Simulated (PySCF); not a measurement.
A GIAO shielding run with PySCF 2.14 (density fitting, non-relativistic, gas phase) on SMILES CCC=C(F)F, C₄H₆F₂:

```
$ OMP_NUM_THREADS=1 python probes_run.py task.json out

{"job": {"kind": "nmr", "xc": "BP86", "basis": "pcSseg-2", "pop": false}, "charge": 0, "multiplicity": 1}
C     -1.644631    -0.021456    -0.141711
C     -0.272416    -0.687583    -0.151882
C      0.772995     0.102012     0.570323
C      1.863706     0.600716     0.002925
F      2.186017     0.467306    -1.265589
F      2.784699     1.297730     0.628224
H     -2.000793     0.147308     0.886944
H     -2.391414    -0.646933    -0.654077
H     -1.614736     0.956184    -0.646468
H      0.052926    -0.862605    -1.188944
H     -0.350796    -1.685268     0.315396
H      0.655154     0.305650     1.637533
```

Hardware: 1 thread of an Arm Neoverse V1, shared host.

(1) How large is the calculation?

(2) How long does it take, and how much memory does it need?

(3) And these other runs on the same molecule and hardware: GIAO shielding at B3LYP/pcSseg-2; GIAO shielding at B97-D/pcSseg-2; GIAO shielding at BLYP/pcSseg-2; GIAO shielding at HF/pcSseg-2; GIAO shielding at KT2/pcSseg-2; GIAO shielding at KT3/pcSseg-2?

Answers

(1) 48 electrons, 300 basis functions and 778 auxiliary functions.

(2) 55 s of wall time, with 15 SCF cycles; peak memory 0.93 GiB. Times on a shared host scatter by some tens of per cent.

(3) B3LYP/pcSseg-2: 300 functions, 41 s; B97-D/pcSseg-2: 300 functions, 52 s; BLYP/pcSseg-2: 300 functions, 56 s; HF/pcSseg-2: 300 functions, 23 s; KT2/pcSseg-2: 300 functions, 56 s; KT3/pcSseg-2: 300 functions, 53 s.
